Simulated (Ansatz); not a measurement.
Species: C3H3N, charge 0, singlet. C3H3N (SMILES C=CC#N).
B3LYP-D3(BJ)/def2-TZVP minimum from Ansatz (a program for electronic structure):
```
C
C 1 1.3311
H 2 1.0812 1 120.63
H 2 1.0816 3 117.72 1 -180.00
H 1 1.0836 2 121.31 3 0.00
C 1 1.4256 5 115.74 2 -180.00
N 6 1.1524 5 151.58 1 180.00
```

Property: atomisation energy (electronic, to ground-state atoms), in kcal/mol. UHF or UKS for unpaired electrons; spin-orbit terms are left out. CBS(X,Y): correlation extrapolated as X^-3, Hartree-Fock from the larger set. A bracket is a step between two methods taken in the basis named. The functionals are non-relativistic, so their misses hold any scalar relativity. 'core' is core correlation in cc-pwCVTZ, 'X2C' scalar relativity in cc-pVTZ-DK, both at CCSD(T). For partners of very few electrons the exact lower level stands in for a higher one. The restricted determinant of C3H3N (C=CC#N, singlet) is unstable towards broken spin symmetry in at least one set run.

CCSD(T)/CBS(cc-pVTZ,cc-pVQZ) + [CCSDT(Q) - CCSD(T)]/cc-pVDZ + core + X2C (Ansatz) gives 763.4 kcal/mol.

Problem. How far off this value is PBE/def2-TZVPD (Ansatz), in which direction, and which of these levels come nearer: r2SCAN/def2-TZVPD, B3LYP/def2-TZVPD, wB97M-V/def2-TZVPD, CCSD(T)/CBS(cc-pVTZ,cc-pVQZ) + core + X2C?

Solution. PBE gives 790.6 kcal/mol, 27.2 kcal/mol above it. Differences of the others: r2SCAN/def2-TZVPD (Ansatz) -2.9; B3LYP/def2-TZVPD (Ansatz) -2.2; wB97M-V/def2-TZVPD (Ansatz) -0.1; CCSD(T)/CBS(cc-pVTZ,cc-pVQZ) + core + X2C (Ansatz) -1.0 kcal/mol. Nearer than PBE: r2SCAN/def2-TZVPD, B3LYP/def2-TZVPD, wB97M-V/def2-TZVPD, CCSD(T)/CBS(cc-pVTZ,cc-pVQZ) + core + X2C.
